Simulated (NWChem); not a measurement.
**MgNH3O (SMILES [NH2][Mg][OH]) at USPZ81/aug-pcseg-1**

Aim: the solvation energy at fixed shape (SMD, dichloromethane) of MgNH3O at USPZ81/aug-pcseg-1, from 2 runs. 

Program for the calculation: NWChem 7.3.0.

2 further runs of the same task are left out: 2 set aside as unsound or not needed.

## 1. The system as given

The species is MgNH3O (6 atoms), meant as a singlet with charge 0. As SMILES, `[NH2][Mg][OH]`. The shape is that of a PBE0-D4/def2-TZVP optimisation.

Bond lengths: N1–Mg2 1.882 Å, Mg2–O3 1.770 Å, N1–H4 1.009 Å, N1–H5 1.009 Å, O3–H6 0.948 Å. Angles: N1–Mg2–O3 177.6°, Mg2–N1–H4 126.4°, Mg2–N1–H5 126.4°, Mg2–O3–H6 156.3°, H4–N1–H5 107.2°.

## 2. Energy and one-electron properties at USPZ81/aug-pcseg-1

mol.nw

```
start mol
memory total 2200 mb

geometry units angstrom noautoz
N     -1.071900     0.333800    -0.957900
Mg     0.300000    -0.141800     0.238900
O      1.586400    -0.657900     1.340000
H     -0.953800     0.649000    -1.908700
H     -2.063000     0.307800    -0.772800
H      2.244400    -0.555000     2.014100
end

basis spherical
* library aug-pcseg-1
end

dft
xc slater perdew81
odft
grid coarse
direct
mulliken
end

property
electrondensity
mulliken
moldenfile
molden_norm janpa
end

task dft property
```

Run with:

```
$ nwchem mol.nw > mol.out
```

Output:

```text
Northwest Computational Chemistry Package (NWChem) 7.3.0
             --------------------------------------------------------

           Job information
           ---------------

    nwchem branch   = 7.3.0
    use scalapack   = T
    input           = mol.nw
    prefix          = mol.
    data base       = ./mol.db
    status          = startup
    nproc           =        1

           Memory information
           ------------------

    heap     =     72089600 doubles =      550.0 Mbytes
    stack    =     72089597 doubles =      550.0 Mbytes
    global   =    144179200 doubles =     1100.0 Mbytes (distinct from heap & stack)
    total    =    288358397 doubles =     2200.0 Mbytes
    verify   = yes
    hardfail = no

           Directory information
           ---------------------

  0 permanent = .
  0 scratch   = .

                                NWChem Input Module
                                -------------------

 Scaling coordinates for geometry "geometry" by  1.889725989
 (inverse scale =  0.529177249)

 CS  symmetry detected

                             Geometry "geometry" -> ""
                             -------------------------

 Output coordinates in angstroms (scale by  1.889725989 to convert to a.u.)

  No.       Tag          Charge          X              Y              Z
 ---- ---------------- ---------- -------------- -------------- --------------
    1 N                    7.0000    -0.00937529     1.83730450     0.00000000
    2 Mg                  12.0000     0.01138602    -0.04423853     0.00000000
    3 O                    8.0000    -0.04221745    -1.81362601     0.00000000
    4 H                    1.0000    -0.02299713     2.43549341     0.81194379
    5 H                    1.0000    -0.02299713     2.43549341    -0.81194379
    6 H                    1.0000     0.31272864    -2.69224780     0.00000000

      Atomic Mass
      -----------

      N                 14.003070
      Mg                23.985040
      O                 15.994910
      H                  1.007825

 Effective nuclear repulsion energy (a.u.)      82.8022995426

            Nuclear Dipole moment (a.u.)
            ----------------------------
        X                 Y               Z
 ---------------- ---------------- ----------------
     0.0000000000    -0.0000000000     0.0000000000

      Symmetry information
      --------------------

 Group name             Cs
 Group number              2
 Group order               2
 No. of unique centers     5

      Symmetry unique atoms

     1    2    3    4    6

            XYZ format geometry
            -------------------
     6
 geometry
 N                    -0.00937529     1.83730450     0.00000000
 Mg                    0.01138602    -0.04423853     0.00000000
 O                    -0.04221745    -1.81362601     0.00000000
 H                    -0.02299713     2.43549341     0.81194379
 H                    -0.02299713     2.43549341    -0.81194379
 H                     0.31272864    -2.69224780     0.00000000

 ==============================================================================
                                internuclear distances
 ------------------------------------------------------------------------------
       center one      |      center two      | atomic units |  angstroms
 ------------------------------------------------------------------------------
    2 Mg               |   1 N                |     3.55582  |     1.88166
    3 O                |   2 Mg               |     3.34519  |     1.77020
    4 H                |   1 N                |     1.90597  |     1.00860
    5 H                |   1 N                |     1.90597  |     1.00860
    6 H                |   3 O                |     1.79072  |     0.94761
 ------------------------------------------------------------------------------
                         number of included internuclear distances:          5
 ==============================================================================

 ==============================================================================
                                 internuclear angles
 ------------------------------------------------------------------------------
        center 1       |       center 2       |       center 3       |  degrees
 ------------------------------------------------------------------------------
    2 Mg               |   1 N                |   4 H                |   126.38
    2 Mg               |   1 N                |   5 H                |   126.38
    4 H                |   1 N                |   5 H                |   107.22
    1 N                |   2 Mg               |   3 O                |   177.63
    2 Mg               |   3 O                |   6 H                |   156.27
 ------------------------------------------------------------------------------
                            number of included internuclear angles:          5
 ==============================================================================

 Summary of "ao basis" -> "" (spherical)
 ------------------------------------------------------------------------------
       Tag                 Description            Shells   Functions and Types
 ---------------- ------------------------------  ------  ---------------------
 *                        aug-pcseg-1                 on all atoms

                              NWChem Property Module
                              ----------------------

  itol2e modified to match energy
  convergence criterion.

                                 NWChem DFT Module
                                 -----------------

[... 30 lines left out ...]
  convergence criterion.
[... 16 lines left out ...]
          Convergence on energy requested:  1.00D-07
          Convergence on density requested:  1.00D-05
          Convergence on gradient requested:  5.00D-04
[... 19 lines left out ...]
          Spatial weights used:  Erf1
[... 1 line left out ...]
          Convergence Information
[... 1 line left out ...]
          Convergence aids based upon iterative change in
          total energy or number of iterations.
[... 99 lines left out ...]
   convergence    iter        energy       DeltaE   RMS-Dens  Diis-err    time
[... 13 lines left out ...]
         Total DFT energy =     -329.936310785399
      One electron energy =     -624.808203009894
           Coulomb energy =      243.258939296999
    Exchange-Corr. energy =      -31.189346615103
 Nuclear repulsion energy =       82.802299542600
[... 13 lines left out ...]
                    DFT Final Alpha Molecular Orbital Analysis
[... 844 lines left out ...]
                     DFT Final Beta Molecular Orbital Analysis
[... 915 lines left out ...]
   alpha     41     42     43     44     45     46     47     48     49     50
    beta     41     42     43     44     45     46     47     48     49     50
 overlap   1.000  1.000  1.000  1.000  1.000  1.000  1.000  1.000  1.000  1.000

   alpha     51     52     53     54     55     56     57     58     59     60
    beta     51     52     53     54     55     56     57     58     59     60
 overlap   1.000  1.000  1.000  1.000  1.000  1.000  1.000  1.000  1.000  1.000

   alpha     61     62     63     64     65     66     67     68     69     70
    beta     61     62     63     64     65     66     67     68     69     70
 overlap   1.000  1.000  1.000  1.000  1.000  1.000  1.000  1.000  1.000  1.000

   alpha     71     72     73     74     75     76     77     78     79     80
    beta     71     72     73     74     75     76     77     78     79     80
 overlap   1.000  1.000  1.000  1.000  1.000  1.000  1.000  1.000  1.000  1.000

   alpha     81     82     83     84     85     86     87
    beta     81     82     83     84     85     86     87
 overlap   1.000  1.000  1.000  1.000  1.000  1.000  1.000

     --------------------------
     Expectation value of S2:
     --------------------------
      <S2> =     -0.0000 (Exact =     0.0000)

 center of mass
 --------------
 x =  -0.00877235 y =  -0.07114361 z =   0.00000000

 moments of inertia (a.u.)
 ------------------
         430.088437314877           0.000000003904           0.000000000000
           0.000000003904           5.214014498485           0.000000000000
           0.000000000000           0.000000000000         425.811828975526

     Multipole analysis of the density
     ---------------------------------

     L   x y z        total         alpha         beta         nuclear
     -   - - -        -----         -----         ----         -------
     0   0 0 0     -0.000000    -15.000000    -15.000000     30.000000

     1   1 0 0      0.215302      0.107651      0.107651      0.000000
[... 8 lines of this table left out ...]
     2   0 0 2    -14.793416     -9.750942     -9.750942      4.708468

          ----------------------------
          Mulliken population analysis
          ----------------------------

 Alpha Spin S,P,D,... shell population
 --------------------------------
    Atom          S        P        D
 --------------------------------------------------------------------------------------
     1 N      1.85885   2.10365  -0.01209
     2 Mg     2.06957   3.09571   0.00000
     3 O      1.96992   2.58187  -0.00948
     4 H      0.38102   0.07364   0.00000
     5 H      0.38102   0.07364   0.00000
     6 H      0.36376   0.06892   0.00000

          ----- Alpha Spin gross population on atoms ----

              1  N    7.0     3.95042
              2  Mg  12.0     5.16528
              3  O    8.0     4.54231
              4  H    1.0     0.45466
              5  H    1.0     0.45466
              6  H    1.0     0.43268

 Beta Spin  S,P,D,... shell population
 --------------------------------
    Atom          S        P        D
 --------------------------------------------------------------------------------------
     1 N      1.85885   2.10365  -0.01209
     2 Mg     2.06957   3.09571   0.00000
     3 O      1.96992   2.58187  -0.00948
     4 H      0.38102   0.07364   0.00000
     5 H      0.38102   0.07364   0.00000
     6 H      0.36376   0.06892   0.00000

          ----- Beta Spin  gross population on atoms ----

              1  N    7.0     3.95042
              2  Mg  12.0     5.16528
              3  O    8.0     4.54231
              4  H    1.0     0.45466
              5  H    1.0     0.45466
              6  H    1.0     0.43268

 Total      S,P,D,... shell population
 --------------------------------
    Atom          S        P        D
 --------------------------------------------------------------------------------------
     1 N      3.71770   4.20731  -0.02418
     2 Mg     4.13914   6.19143   0.00000
     3 O      3.93984   5.16374  -0.01896
     4 H      0.76203   0.14728   0.00000
     5 H      0.76203   0.14728   0.00000
     6 H      0.72752   0.13785   0.00000

          ----- Total      gross population on atoms ----

              1  N    7.0     7.90084
              2  Mg  12.0    10.33056
              3  O    8.0     9.08461
              4  H    1.0     0.90931
              5  H    1.0     0.90931
              6  H    1.0     0.86536

          ----- Atomic spin population -----

              1  N    7.0    -0.00000
              2  Mg  12.0     0.00000
              3  O    8.0     0.00000
              4  H    1.0    -0.00000
              5  H    1.0     0.00000
              6  H    1.0     0.00000

          ----- Bond indices -----
  1- 1   0.00000  1- 2   0.42079  1- 3   0.02198  1- 4   1.16005  1- 5   1.16005  1- 6   0.00872
  2- 1   0.42079  2- 2   0.00000  2- 3   0.08902  2- 4   0.01149  2- 5   0.01149  2- 6   0.00008
  3- 1   0.02198  3- 2   0.08902  3- 3   0.00000  3- 4  -0.00069  3- 5  -0.00069  3- 6   1.03912
  4- 1   1.16005  4- 2   0.01149  4- 3  -0.00069  4- 4   0.00000  4- 5  -0.04412  4- 6   0.00042
  5- 1   1.16005  5- 2   0.01149  5- 3  -0.00069  5- 4  -0.04412  5- 5   0.00000  5- 6   0.00042
  6- 1   0.00872  6- 2   0.00008  6- 3   1.03912  6- 4   0.00042  6- 5   0.00042  6- 6   0.00000

 Large bond indices
 ------------------
  1   N -  2   Mg   0.42079
  1   N -  4   H    1.16005
  1   N -  5   H    1.16005
  3   O -  6   H    1.03912

                                                                Free electrons             Valency
                              Number of         Sum of          + Bond indices         - Bond indices
                Valency     Free electrons    Bond indices     =Mulliken charge     = Net spin population
     1  N       2.77159        5.12925          2.77159           7.90084                -0.00000
     2  Mg      0.53287        9.79769          0.53287          10.33056                -0.00000
     3  O       1.14875        7.93586          1.14875           9.08461                 0.00000
     4  H       1.12715       -0.21784          1.12715           0.90931                -0.00000
     5  H       1.12715       -0.21784          1.12715           0.90931                -0.00000
     6  H       1.04877       -0.18340          1.04877           0.86536                 0.00000

          ---------------------
          Electron/spin density
          ---------------------

 1 a.u. = 4.80286 10**(-10) esu

 Total electron density
 ----------------------
   Point      X         Y         Z      Density (a.u.)
    1 N   -0.01772   3.47200   0.00000     185.382002
    2 Mg   0.02152  -0.08360   0.00000    1049.090055
    3 O   -0.07978  -3.42726   0.00000     281.677553
    4 H   -0.04346   4.60242   1.53435       0.366271
    5 H   -0.04346   4.60242  -1.53435       0.366271
    6 H    0.59097  -5.08761   0.00000       0.366057

 Total spin density
 ------------------
   Point      X         Y         Z      Density (a.u.)
    1 N   -0.01772   3.47200   0.00000      -0.000000
    2 Mg   0.02152  -0.08360   0.00000      -0.000000
    3 O   -0.07978  -3.42726   0.00000      -0.000000
    4 H   -0.04346   4.60242   1.53435       0.000000
    5 H   -0.04346   4.60242  -1.53435       0.000000
    6 H    0.59097  -5.08761   0.00000      -0.000000
 MOLDEN output will be written to the file ./mol.molden
  do_norm_janpa  T
  do_norm_nwchem  F
  molden scftype: UHF                  spinref:                     2

 Task  times  cpu:        4.7s     wall:        4.7s
 Total times  cpu:        4.7s     wall:        4.7s
```

Run time: 5.4 s. Hardware: 1 thread of Intel Xeon 6975P-C (Granite Rapids), shared host; peak memory 0.25 GiB.

Atomic charges (e):

```csv
atom,Mulliken,Löwdin
N1,-0.901,-0.500
Mg2,+1.669,+1.470
O3,-1.085,-0.700
H4,+0.091,-0.090
H5,+0.091,-0.090
H6,+0.135,-0.080
```

(Part 1 of 2 ends here.)
